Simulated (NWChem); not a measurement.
System: hydrazine (N₂H₄); SMILES NN

Here is an NWChem input.

```
start job
memory heap 200 mb stack 900 mb global 1100 mb
geometry units angstroms noautoz
  N     -0.060284     0.698870     0.062877
  N      0.060284    -0.698870     0.062877
  H      0.839627     1.107434     0.302782
  H     -0.338595     1.082555    -0.841649
  H     -0.839627    -1.107434     0.302782
  H      0.338595    -1.082555    -0.841649
end
basis spherical
  * library def2-tzvpp
end
dft
  xc b3lyp
  iterations 150
  mulliken
end
task dft gradient
```

Parts of the log:

```
             Northwest Computational Chemistry Package (NWChem) 7.3.0
             --------------------------------------------------------

 C2  symmetry detected

                             Geometry "geometry" -> ""
                             -------------------------

 Output coordinates in angstroms (scale by  1.889725989 to convert to a.u.)

  No.       Tag          Charge          X              Y              Z
 ---- ---------------- ---------- -------------- -------------- --------------
    1 N                    7.0000    -0.05842667     0.69902773     0.07384678
    2 N                    7.0000     0.05842667    -0.69902773     0.07384678
    3 H                    1.0000     0.84256684     1.10519893     0.31375178
    4 H                    1.0000    -0.33571711     1.08345093    -0.83067922
    5 H                    1.0000    -0.84256684    -1.10519893     0.31375178
    6 H                    1.0000     0.33571711    -1.08345093    -0.83067922

 Effective nuclear repulsion energy (a.u.)      41.8840159168

      Symmetry information
      --------------------

 Group name             C2
 Group number              4
 Group order               2
 No. of unique centers     3

                                 NWChem DFT Module
                                 -----------------

 Summary of "ao basis" -> "ao basis" (spherical)
 ------------------------------------------------------------------------------
       Tag                 Description            Shells   Functions and Types
 ---------------- ------------------------------  ------  ---------------------
 N                         def2-tzvpp               11       31   5s3p2d1f
 H                         def2-tzvpp                6       14   3s2p1d

      Symmetry analysis of basis
      --------------------------

        a          59
        b          59

            General Information
            -------------------
          SCF calculation type: DFT
          Wavefunction type:  closed shell.
          No. of atoms     :     6
          No. of electrons :    18
           Alpha electrons :     9
            Beta electrons :     9
          Charge           :     0
          Spin multiplicity:     1
          Use of symmetry is: on ; symmetry adaption is: on
          Maximum number of iterations: 150
          AO basis - number of functions:   118
                     number of shells:    46
          Convergence on energy requested:  1.00D-06
          Convergence on density requested:  1.00D-05
          Convergence on gradient requested:  5.00D-04

              XC Information
              --------------
                         B3LYP Method XC Potential
                     Hartree-Fock (Exact) Exchange  0.200
                        Slater Exchange Functional  0.800 local
                    Becke 1988 Exchange Functional  0.720 non-local
              Lee-Yang-Parr Correlation Functional  0.810
                  VWN I RPA Correlation Functional  0.190 local

             Grid Information
             ----------------
          Grid used for XC integration:  medium
          Radial quadrature: Mura-Knowles
          Angular quadrature: Lebedev.
          Tag              B.-S. Rad. Rad. Pts. Rad. Cut. Ang. Pts.
          ---              ---------- --------- --------- ---------
          N                   0.65       49           8.0       434
          H                   0.35       45           9.0       434
          Grid pruning is: on
          Number of quadrature shells:   139
          Spatial weights used:  Erf1

      Superposition of Atomic Density Guess
      -------------------------------------

 Sum of atomic energies:        -110.62234044

      Non-variational initial energy
      ------------------------------

 Total energy =    -111.596028
 1-e energy   =    -231.837111
 2-e energy   =      78.357067
 HOMO         =      -0.314845
 LUMO         =       0.065775

      Symmetry analysis of molecular orbitals - initial
      -------------------------------------------------

  Numbering of irreducible representations:

     1 a           2 b

  Orbital symmetries:

     1 a           2 b           3 a           4 b           5 a
     6 b           7 a           8 b           9 a          10 a
    11 b          12 a          13 b          14 b          15 a
    16 a          17 b          18 a          19 b

     ---------------------------------------------
      Total Density - Mulliken Population Analysis
     ---------------------------------------------

    Atom       Charge   Shell Charges
 -----------   ------   -------------------------------------------------------
    1 N    7     7.48   0.82  1.16  0.57  0.79  0.20  1.51  1.70  0.69  0.01  0.04  0.00
    2 N    7     7.48   0.82  1.16  0.57  0.79  0.20  1.51  1.70  0.69  0.01  0.04  0.00
    3 H    1     0.76   0.23  0.38  0.09  0.02  0.03  0.01
    4 H    1     0.76   0.23  0.38  0.09  0.01  0.04  0.01
    5 H    1     0.76   0.23  0.38  0.09  0.02  0.03  0.01
    6 H    1     0.76   0.23  0.38  0.09  0.01  0.04  0.01

[...]

                         DFT ENERGY GRADIENTS

    atom               coordinates                        gradient
                 x          y          z           x          y          z
   1 N      -0.110410   1.320971   0.139550   -0.002245  -0.019575   0.003756
   2 N       0.110410  -1.320971   0.139550    0.002245   0.019575   0.003756
   3 H       1.592220   2.088523   0.592905    0.004197   0.002501   0.000363
   4 H      -0.634413   2.047425  -1.569756   -0.000546   0.002310  -0.004118
   5 H      -1.592220  -2.088523   0.592905   -0.004197  -0.002501   0.000363
   6 H       0.634413  -2.047425  -1.569756    0.000546  -0.002310  -0.004118
```

Level: B3LYP/def2-TZVPP. All runs use the structure optimised with PBE0/def2-SVP.
